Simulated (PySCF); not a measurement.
**Core-level binding energies of fluoroacetonitrile**

Fluoroacetonitrile, C2H2FN.
Atom-mapped SMILES: `[N:1]#[C:2][CH2:3][F:4]`

Computed, not measured: PySCF, delta-SCF UKS SCAN, pcX-2 on the ionised atom, pcseg-1 elsewhere, spin-free X2C. Each binding energy is the total energy of the core-ionised species, with the hole localised on one atom, minus that of the ground state; both are solved self-consistently, so orbital relaxation is included.

Task: Give the core binding energies atom by atom.

Result: 
```tsv
atom(s)	bonded to	level	binding energy (eV)	above the level's lowest (eV)	count
C2	N (triple bond) and C	C 1s	293.11	0.00	1
C3	F, C and 2 H	C 1s	295.29	+2.18	1
N1	C (triple bond)	N 1s	406.08	0.00	1
F4	C	F 1s	693.66	0.00	1
```

Lowest listed C 1s: C2, bonded to N (triple bond) and C. Highest, 2.18 eV above it: C3, bonded to F, C and 2 H. Summing the Pauling electronegativity differences to the bonded atoms, each weighted by its formal bond order, gives +1.47 for the lowest site and +0.73 for the highest; the largest sum, +1.47, belongs to C2, 2.18 eV below the top. The smallest sum, +0.73, belongs to C3, 2.18 eV above the lowest.

Task: Which photon wavelength matches the F 1s of F4 threshold?

Result: λ = hc/E = 12398.42 eV Å / 693.66 eV = 17.874 Å.

Task: Which effective nuclear charge Zeff reproduces each element's mean 1s value in the hydrogen-like formula E = 13.606 eV × Zeff²?

Result: C (Z = 6): mean 294.2 eV, Zeff = 4.65, Z − Zeff = 1.35; N (Z = 7): mean 406.1 eV, Zeff = 5.46, Z − Zeff = 1.54; F (Z = 9): mean 693.7 eV, Zeff = 7.14, Z − Zeff = 1.86. Means run over the listed sites, weighted by atom count.

Geometry: GFN2-xTB; no solvent, vibrations or thermal averaging.
